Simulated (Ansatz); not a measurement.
**C₅H₁₀O₂: how energies converge with the basis set**

Aim: see how fast density functionals converge with the basis set for C₅H₁₀O₂.

Program: Ansatz 0.2.0, Gaussian basis. Level of theory: one geometry, several basis sets. These are calculated values, not measurements.

Plan: PBE0-D4/def2-SVP; ωB97M-V/def2-SVP; PBE0-D4/def2-QZVPP; ωB97M-V/def2-QZVPP; the functionals' def2-TZVPP values are taken from earlier runs.

**1. The relaxed structure**

An earlier PBE0-D4 in a triple-zeta def2 set relaxation fixed the geometry.

SMILES `CC1CCOCO1`, 17 atoms, charge 0, spin multiplicity 1.

Atoms are counted from 1 here; the program's logs count them from 0.

Bond lengths: C1–C2 1.520 Å, C1–H8 1.091 Å, C1–H9 1.092 Å, C1–H10 1.093 Å, C2–C3 1.527 Å, C2–O7 1.426 Å, C2–H11 1.093 Å, C3–C4 1.517 Å, C3–H12 1.093 Å, C3–H13 1.094 Å, C4–O5 1.413 Å, C4–H14 1.101 Å, C4–H15 1.091 Å, O5–C6 1.395 Å, C6–O7 1.394 Å, C6–H16 1.104 Å, C6–H17 1.090 Å. Angles: C2–C1–H8 110.0°, C2–C1–H9 112.9°, C2–C1–H10 109.8°, H8–C1–H9 108.2°, H8–C1–H10 108.3°, H9–C1–H10 107.6°, C1–C2–C3 113.8°, C1–C2–O7 112.1°, C1–C2–H11 108.1°, C3–C2–O7 109.4°, C3–C2–H11 109.0°, O7–C2–H11 104.0°, C2–C3–C4 110.5°, C2–C3–H12 108.8°, C2–C3–H13 110.4°, C4–C3–H12 108.5°, C4–C3–H13 110.6°, H12–C3–H13 108.0° and more.

**2. PBE0-D4 in def2-SVP**

File in.yaml:

```yaml
crystal:
  periodic: [false, false, false]
  atoms:
    - {symbol: C, position_ang: [0.210668, -1.632854, -0.724294]}
    - {symbol: C, position_ang: [0.886813, -0.297255, -0.462855]}
    - {symbol: C, position_ang: [0.070822, 0.907211, -0.926598]}
    - {symbol: C, position_ang: [-1.043321, 1.204179, 0.059558]}
    - {symbol: O, position_ang: [-0.515412, 1.328174, 1.364576]}
    - {symbol: C, position_ang: [0.148025, 0.156896, 1.730060]}
    - {symbol: O, position_ang: [1.237066, -0.132750, 0.909828]}
    - {symbol: H, position_ang: [0.810252, -2.442442, -0.304434]}
    - {symbol: H, position_ang: [-0.791438, -1.692996, -0.295704]}
    - {symbol: H, position_ang: [0.119149, -1.796030, -1.800783]}
    - {symbol: H, position_ang: [1.848304, -0.296597, -0.982783]}
    - {symbol: H, position_ang: [0.727825, 1.779141, -0.980303]}
    - {symbol: H, position_ang: [-0.337398, 0.729875, -1.925737]}
    - {symbol: H, position_ang: [-1.807027, 0.411263, 0.045431]}
    - {symbol: H, position_ang: [-1.538990, 2.147884, -0.172452]}
    - {symbol: H, position_ang: [-0.569435, -0.682039, 1.732760]}
    - {symbol: H, position_ang: [0.544075, 0.308319, 2.733749]}
basis:
  gaussian: {orbitals: def2-SVP}
hamiltonian: {xc: pbe0, dispersion: d4}
output: {orbitals: {seedname: orbitals}}
```

Command:

```console
$ ansatz run in.yaml --threads 2 --pin off --events-out ev --progress --plain --max-ram 32768MiB --backend cpu
```

Further steps of the session: ωB97M-V in def2-SVP; PBE0-D4 in def2-QZVPP; ωB97M-V in def2-QZVPP.

Q: Predict the results of all the runs planned. Wanted: PBE0-D4: double and triple zeta above quadruple; ωB97M-V: double and triple zeta above quadruple.

**Answer**, as computed:

| quantity | value |
| --- | --- |
| PBE0-D4: double and triple zeta above quadruple | 11.10, 0.52 eV |
| ωB97M-V: double and triple zeta above quadruple | 11.54, 0.50 eV |

For PBE0-D4 the step from double to triple zeta gains 10.58 eV and the next only 0.52 eV. Total energies overstate the basis error of differences, where much of it tends to cancel. The LUMO of ωB97M-V is positive and keeps falling with the basis (3.32 to 1.78 eV): an unbound level that the basis holds in place.
